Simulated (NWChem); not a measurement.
## Atomisation of formaldehyde (CH$_{2}$O)

```
C
O 1 1.1997
H 1 1.1211 2 122.57
H 1 1.1211 3 114.85 2 180.00
```
Charge 0, spin multiplicity 1.

The numbers come from NWChem runs, not from measurements. All single points use one geometry, from B3LYP/def2-SVP, a minimum by its harmonic frequencies.

Basis set: def2-TZVP. The atomisation energy is electronic alone: no zero-point, thermal, spin-orbit or counterpoise terms. No value is extrapolated to the basis-set limit. Free atoms are single determinants with multiplicities C 3, O 3, H 2. Correlated methods freeze the same cores in atoms and molecule, 2 orbitals in all.

B3LYP has NWChem's definition, with VWN1-RPA local correlation. The stability of the SCF solutions was not checked. Open-shell Hartree-Fock references start from PBE0 orbitals. No row is a measurement; the coupled-cluster row has its own basis-set and correlation limits.

```
method       atomisation energy (kcal/mol)
-----------  -----------------------------
PBE0                                 371.7
BHandHLYP                            353.8
CCSD(T)                              360.4
PBE                                  385.6
HF                                   256.1
LDA (SVWN5)                          433.2
MP2                                    [?]
B3LYP                                  [?]
TPSS                                 375.3
BP86                                 388.9
```

What belongs in the gaps?


- MP2, atomisation energy (kcal/mol): 369.5
- B3LYP, atomisation energy (kcal/mol): 372.7
